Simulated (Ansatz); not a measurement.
Two isomers of C4H7NO: A = `CN/C=C/C=O`, B = `CCN=C=CO`.

Computed with Ansatz on PBE0-D4/def2-TZVP structures; ΔE is electronic, products minus reactants. CCSD(T)/CBS adds triple-zeta CCSD(T) − MP2 to the extrapolated MP2 energy (def2 sets, frozen cores). DFT in def2-TZVPP. B3LYP here is the variant with VWN-RPA as its local correlation; programs differ in this. One conformer a species, not always the lowest.

(1) Which isomer does CCSD(T)/CBS put lower? Give the gap. (An estimate is asked.)

(2) Give E(B) − E(A) in kJ/mol with MP2/def2-TZVPP, HF/def2-TZVPP, B2PLYP, B3LYP-D4, CCSD(T)/def2-TZVPP, CCSD/def2-TZVPP, B3LYP. (An estimate is asked.)

Largest T1 diagnostic: 0.015.

Answers

(1) Ansatz gave: A, by 111.4 kJ/mol.

(2) The calculation gave: MP2/def2-TZVPP 116.1, HF/def2-TZVPP 127.5, B2PLYP 120.0, B3LYP-D4 122.1, CCSD(T)/def2-TZVPP 110.5, CCSD/def2-TZVPP 110.4, B3LYP 121.0. None reverses the order clearly.

In def2-TZVPP, CCSD(T) changes the Hartree–Fock value by −17.0 kJ/mol (the triples alone add +0.1 kJ/mol) and MP2 by −11.4 kJ/mol.
